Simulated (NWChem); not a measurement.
The numbers come from NWChem runs, not from measurements. System: H4Si, charge 1, spin multiplicity 2, at the geometry of a parent with another charge or spin, in a state set for the comparison that need not be this species' ground state. Its SCF solution wasn't tested for a lower state. Level: UHF/def2-TZVP.

Input file:

```
start mol
memory heap 200 mb stack 900 mb global 1100 mb
charge 1
geometry units angstroms nocenter noautoz
  Si     0.000000     0.000000    -0.000000
  H      1.218746     0.000000     0.861824
  H     -1.218746     0.000000     0.861824
  H      0.000000    -1.218745    -0.861823
  H      0.000000     1.218745    -0.861823
  symmetry group C2v
end
basis spherical
  * library def2-tzvp
end
scf
  uhf
  nopen 1
  maxiter 100
  thresh 1e-7
  semidirect memsize 60000000 filesize 0
  # guess.movecs holds the orbitals of an unrestricted PBE0 run
  vectors input guess.movecs output mol.movecs
end
task scf energy
```

Output (cleaned and shortened):

```
             Northwest Computational Chemistry Package (NWChem) 7.3.0
             --------------------------------------------------------

                                NWChem Input Module
                                -------------------

 Scaling coordinates for geometry "geometry" by  1.889725989
 (inverse scale =  0.529177249)

 Turning off AUTOSYM since
 SYMMETRY directive was detected!

                             Geometry "geometry" -> ""
                             -------------------------

 Output coordinates in angstroms (scale by  1.889725989 to convert to a.u.)

  No.       Tag          Charge          X              Y              Z
 ---- ---------------- ---------- -------------- -------------- --------------
    1 Si                  14.0000     0.00000000     0.00000000     0.00000000
    2 H                    1.0000     1.21874600     0.00000000     0.86182400
    3 H                    1.0000    -1.21874600     0.00000000     0.86182400
    4 H                    1.0000     0.00000000    -1.21874500    -0.86182300
    5 H                    1.0000     0.00000000     1.21874500    -0.86182300

 Effective nuclear repulsion energy (a.u.)      21.1554661136

            Nuclear Dipole moment (a.u.)
            ----------------------------
        X                 Y               Z
 ---------------- ---------------- ----------------
     0.0000000000     0.0000000000     0.0000037795

      Symmetry information
      --------------------

 Group name             C2v
 Group number             16
 Group order               4
 No. of unique centers     3

      Symmetry unique atoms

     1    2    4


 Summary of "ao basis" -> "" (spherical)
 ------------------------------------------------------------------------------
       Tag                 Description            Shells   Functions and Types
 ---------------- ------------------------------  ------  ---------------------
 *                         def2-tzvp                  on all atoms

 Summary of "ao basis" -> "ao basis" (spherical)
 ------------------------------------------------------------------------------
       Tag                 Description            Shells   Functions and Types
 ---------------- ------------------------------  ------  ---------------------
 Si                        def2-tzvp                13       37   5s5p2d1f
 H                         def2-tzvp                 4        6   3s1p

                                 NWChem SCF Module
                                 -----------------

  ao basis        = "ao basis"
  functions       =    61
  atoms           =     5
  alpha electrons =     9
  beta  electrons =     8
  charge          =   1.00
  wavefunction    = UHF
  use symmetry    = T
  symmetry adapt  = T

 Summary of "ao basis" -> "ao basis" (spherical)
 ------------------------------------------------------------------------------
       Tag                 Description            Shells   Functions and Types
 ---------------- ------------------------------  ------  ---------------------
 Si                        def2-tzvp                13       37   5s5p2d1f
 H                         def2-tzvp                 4        6   3s1p

      Symmetry analysis of basis
      --------------------------

        a1         26
        a2          5
        b1         15
        b2         15

 Forming initial guess at       0.1s

   Symmetry analysis of molecular orbitals - initial alpha
   -------------------------------------------------------

  Numbering of irreducible representations:

     1 a1          2 a2          3 b1          4 b2

  Orbital symmetries:

     1 a1          2 a1          3 a1          4 b1          5 b2
     6 a1          7 a1          8 b2          9 b1         10 a1
    11 b1         12 b2         13 a1         14 a1         15 a2
    16 a1         17 b1         18 b2         19 a1

   Symmetry analysis of molecular orbitals - initial beta
   ------------------------------------------------------

  Numbering of irreducible representations:

     1 a1          2 a2          3 b1          4 b2

  Orbital symmetries:

     1 a1          2 a1          3 a1          4 b1          5 b2
     6 a1          7 b2          8 b1          9 a1         10 a1
    11 b1         12 b2         13 a1         14 a2         15 a1
    16 b1         17 b2         18 a1         19 a1

 Starting SCF solution at       0.1s

 ----------------------------------------------
         Quadratically convergent UHF

 Convergence threshold     :          1.000E-07
 Maximum no. of iterations :          100
 Integral*density screening:          1.000E-09
 ----------------------------------------------

              iter       energy          gnorm     gmax       time
             ----- ------------------- --------- --------- --------
                 1     -290.7920965442  4.55D-01  2.05D-01      0.4
                 2     -290.8015078860  1.02D-01  5.29D-02      0.5
                 3     -290.8026510716  8.38D-03  2.50D-03      0.5
                 4     -290.8026729842  5.33D-05  1.38D-05      0.6
                 5     -290.8026729850  3.66D-09  1.60D-09      0.8

       Final UHF  results
       ------------------

         Total SCF energy =   -290.802672985018
      One electron energy =   -439.809408186824
      Two electron energy =    127.851269088225
 Nuclear repulsion energy =     21.155466113581

                       Sz =      0.5000
                 Sz(Sz+1) =      0.7500
                      S^2 =      0.8137

        Time for solution =      0.7s

       Symmetry analysis of molecular orbitals - alpha
[...]
     1 a1          2 a1          3 a1          4 b2          5 b1
     6 a1          7 a1          8 b2          9 b1         10 a1
    11 b1         12 b2         13 a1         14 a1         15 a1
    16 b1         17 b2         18 a2         19 a1

       Symmetry analysis of molecular orbitals - beta
       ----------------------------------------------

  Numbering of irreducible representations:

     1 a1          2 a2          3 b1          4 b2

  Orbital symmetries:

     1 a1          2 a1          3 b1          4 b2          5 a1
     6 a1          7 b2          8 b1          9 a1         10 a1
    11 b1         12 b2         13 a1         14 b1         15 b2
    16 a2         17 a1         18 a1         19 a1

          Final alpha eigenvalues
          -----------------------

              1
    1  -69.0808
    2   -6.4313
    3   -4.5440
    4   -4.5345
    5   -4.5345
    6   -1.0459
    7   -0.8240
    8   -0.8068
    9   -0.8068
   10   -0.0926
   11   -0.0918
   12   -0.0918
   13   -0.0598
   14    0.0498
   15    0.0548
   16    0.0621
   17    0.0621
   18    0.0783
   19    0.1569

          Final beta eigenvalues
          ----------------------

              1
    1  -69.0810
    2   -6.4323
    3   -4.5389
    4   -4.5389
    5   -4.5294
    6   -0.9622
    7   -0.7079
    8   -0.7079
    9   -0.4258
   10   -0.0825
   11   -0.0731
   12   -0.0731
   13   -0.0463
   14    0.0614
   15    0.0614
   16    0.0672
   17    0.0766
   18    0.0895
   19    0.1976

                    UHF Final Alpha Molecular Orbital Analysis
                    ------------------------------------------

 Vector    7  Occ=1.000000D+00  E=-8.239671D-01  Symmetry=a1
              MO Center= -7.6D-14,  1.8D-13,  1.2D-06, r^2= 2.3D+00
   Bfn.  Coefficient  Atom+Function         Bfn.  Coefficient  Atom+Function
  ----- ------------  ---------------      ----- ------------  ---------------
    17      0.333427  1 Si pz                39      0.189713  2 H  s
    45      0.189713  3 H  s                 51     -0.189713  4 H  s
    57     -0.189713  5 H  s

 Vector    8  Occ=1.000000D+00  E=-8.068057D-01  Symmetry=b2
              MO Center= -1.6D-15, -1.9D-13, -6.5D-01, r^2= 1.9D+00
   Bfn.  Coefficient  Atom+Function         Bfn.  Coefficient  Atom+Function
  ----- ------------  ---------------      ----- ------------  ---------------
    16      0.306214  1 Si py                51     -0.272836  4 H  s
    57      0.272836  5 H  s                 50     -0.153062  4 H  s
    56      0.153062  5 H  s

 Vector    9  Occ=1.000000D+00  E=-8.068056D-01  Symmetry=b1
              MO Center=  8.6D-14,  1.1D-15,  6.5D-01, r^2= 1.9D+00
   Bfn.  Coefficient  Atom+Function         Bfn.  Coefficient  Atom+Function
  ----- ------------  ---------------      ----- ------------  ---------------
    15      0.306214  1 Si px                39      0.272837  2 H  s
    45     -0.272837  3 H  s                 38      0.153062  2 H  s
    44     -0.153062  3 H  s

 Vector   10  Occ=0.000000D+00  E=-9.262172D-02  Symmetry=a1
              MO Center=  1.2D-12, -1.6D-12,  7.4D-07, r^2= 4.4D+00
   Bfn.  Coefficient  Atom+Function         Bfn.  Coefficient  Atom+Function
  ----- ------------  ---------------      ----- ------------  ---------------
    20      1.467132  1 Si pz                40     -0.726187  2 H  s
    46     -0.726187  3 H  s                 52      0.726181  4 H  s
    58      0.726181  5 H  s                 17      0.222945  1 Si pz

 Vector   11  Occ=0.000000D+00  E=-9.178871D-02  Symmetry=b1
              MO Center= -1.1D-12,  3.5D-15, -5.3D-01, r^2= 4.1D+00
   Bfn.  Coefficient  Atom+Function         Bfn.  Coefficient  Atom+Function
  ----- ------------  ---------------      ----- ------------  ---------------
    18      1.444849  1 Si px                40     -0.989429  2 H  s
    46      0.989429  3 H  s                 15      0.178310  1 Si px
    29      0.168863  1 Si d  1

 Vector   12  Occ=0.000000D+00  E=-9.178864D-02  Symmetry=b2
              MO Center= -1.8D-15,  1.5D-12,  5.3D-01, r^2= 4.1D+00
   Bfn.  Coefficient  Atom+Function         Bfn.  Coefficient  Atom+Function
  ----- ------------  ---------------      ----- ------------  ---------------
    19      1.444851  1 Si py                52      0.989430  4 H  s
    58     -0.989430  5 H  s                 16      0.178309  1 Si py
    27      0.168863  1 Si d -1

                     UHF Final Beta Molecular Orbital Analysis
                     -----------------------------------------

 Vector    6  Occ=1.000000D+00  E=-9.621888D-01  Symmetry=a1
              MO Center= -1.0D-15, -1.1D-15, -9.8D-07, r^2= 1.7D+00
   Bfn.  Coefficient  Atom+Function         Bfn.  Coefficient  Atom+Function
  ----- ------------  ---------------      ----- ------------  ---------------
     4      0.610981  1 Si s                  3     -0.361611  1 Si s
     5      0.291474  1 Si s

 Vector    7  Occ=1.000000D+00  E=-7.078838D-01  Symmetry=b2
              MO Center=  3.2D-16,  1.2D-13, -5.0D-01, r^2= 2.0D+00
   Bfn.  Coefficient  Atom+Function         Bfn.  Coefficient  Atom+Function
  ----- ------------  ---------------      ----- ------------  ---------------
    16      0.412595  1 Si py                51     -0.199301  4 H  s
    57      0.199301  5 H  s

 Vector    8  Occ=1.000000D+00  E=-7.078833D-01  Symmetry=b1
              MO Center=  1.3D-15,  1.5D-19,  5.0D-01, r^2= 2.0D+00
   Bfn.  Coefficient  Atom+Function         Bfn.  Coefficient  Atom+Function
  ----- ------------  ---------------      ----- ------------  ---------------
    15      0.412595  1 Si px                39      0.199300  2 H  s
    45     -0.199300  3 H  s

 Vector    9  Occ=0.000000D+00  E=-4.257793D-01  Symmetry=a1
              MO Center= -1.1D-13,  1.1D-13,  1.7D-06, r^2= 2.6D+00
   Bfn.  Coefficient  Atom+Function         Bfn.  Coefficient  Atom+Function
  ----- ------------  ---------------      ----- ------------  ---------------
    17      0.298294  1 Si pz                39      0.152809  2 H  s
    45      0.152809  3 H  s                 51     -0.152808  4 H  s
    57     -0.152808  5 H  s

 Vector   10  Occ=0.000000D+00  E=-8.248272D-02  Symmetry=a1
              MO Center=  3.6D-12, -3.6D-12, -4.0D-07, r^2= 4.6D+00
   Bfn.  Coefficient  Atom+Function         Bfn.  Coefficient  Atom+Function
  ----- ------------  ---------------      ----- ------------  ---------------
    20      1.510024  1 Si pz                40     -0.741719  2 H  s
    46     -0.741719  3 H  s                 52      0.741715  4 H  s
    58      0.741715  5 H  s                 30     -0.162282  1 Si d  2

 Vector   11  Occ=0.000000D+00  E=-7.313818D-02  Symmetry=b1
              MO Center= -3.6D-12,  3.0D-15, -3.8D-01, r^2= 4.5D+00
   Bfn.  Coefficient  Atom+Function         Bfn.  Coefficient  Atom+Function
  ----- ------------  ---------------      ----- ------------  ---------------
    18      1.521672  1 Si px                40     -1.153352  2 H  s
    46      1.153352  3 H  s

 center of mass
 --------------
 x =   0.00000000 y =   0.00000000 z =   0.00000012

 moments of inertia (a.u.)
 ------------------
          21.384001073090           0.000000000000           0.000000000000
           0.000000000000          21.384018618189           0.000000000000
           0.000000000000           0.000000000000          21.383010066193

  Mulliken analysis of the total density
  --------------------------------------

    Atom       Charge   Shell Charges
 -----------   ------   -------------------------------------------------------
    1 Si  14    13.75   2.00  0.59  1.39  0.93  0.46  4.12  1.73  0.51  1.47  0.30  0.11  0.13  0.02
    2 H    1     0.81   0.21  0.50  0.09  0.01
    3 H    1     0.81   0.21  0.50  0.09  0.01
    4 H    1     0.81   0.21  0.50  0.09  0.01
    5 H    1     0.81   0.21  0.50  0.09  0.01

  Mulliken analysis of the alpha density
  --------------------------------------

    Atom       Charge   Shell Charges
 -----------   ------   -------------------------------------------------------
    1 Si  14     6.89   1.00  0.29  0.70  0.43  0.20  2.06  0.86  0.27  0.75  0.13  0.08  0.09  0.01
    2 H    1     0.53   0.14  0.33  0.05  0.01
    3 H    1     0.53   0.14  0.33  0.05  0.01
    4 H    1     0.53   0.14  0.33  0.05  0.01
    5 H    1     0.53   0.14  0.33  0.05  0.01

   Mulliken analysis of the beta density
   -------------------------------------

    Atom       Charge   Shell Charges
 -----------   ------   -------------------------------------------------------
    1 Si  14     6.86   1.00  0.29  0.69  0.50  0.26  2.06  0.87  0.24  0.71  0.17  0.03  0.04  0.00
    2 H    1     0.28   0.07  0.17  0.04  0.00
    3 H    1     0.28   0.07  0.17  0.04  0.00
    4 H    1     0.28   0.07  0.17  0.04  0.00
    5 H    1     0.28   0.07  0.17  0.04  0.00

   Mulliken analysis of the spin density
   -------------------------------------

    Atom       Charge   Shell Charges
 -----------   ------   -------------------------------------------------------
    1 Si  14     0.02  -0.00 -0.00  0.00 -0.07 -0.06  0.01 -0.00  0.03  0.04 -0.04  0.05  0.05  0.01
    2 H    1     0.24   0.07  0.16  0.01  0.00
    3 H    1     0.24   0.07  0.16  0.01  0.00
    4 H    1     0.24   0.07  0.16  0.01  0.00
    5 H    1     0.24   0.07  0.16  0.01  0.00

       Multipole analysis of the density wrt the origin
       ------------------------------------------------

     L   x y z        total         alpha         beta         nuclear
     -   - - -        -----         -----         ----         -------
     0   0 0 0      1.000000     -9.000000     -8.000000     18.000000

     1   1 0 0     -0.000000     -0.000000     -0.000000      0.000000
     1   0 1 0     -0.000000      0.000000     -0.000000      0.000000
     1   0 0 1      0.000002     -0.000003      0.000001      0.000004

     2   2 0 0     -8.626586    -10.704305     -8.530783     10.608502
     2   1 1 0      0.000000     -0.000000      0.000000      0.000000
     2   1 0 1     -0.000000     -0.000000      0.000000      0.000000
     2   0 2 0     -8.626592    -10.704294     -8.530783     10.608485
     2   0 1 1      0.000000     -0.000000      0.000000      0.000000
     2   0 0 2     -7.209407    -11.178374     -6.640519     10.609486

 Task  times  cpu:        0.8s     wall:        0.8s

 Total times  cpu:        0.9s     wall:        0.9s
```
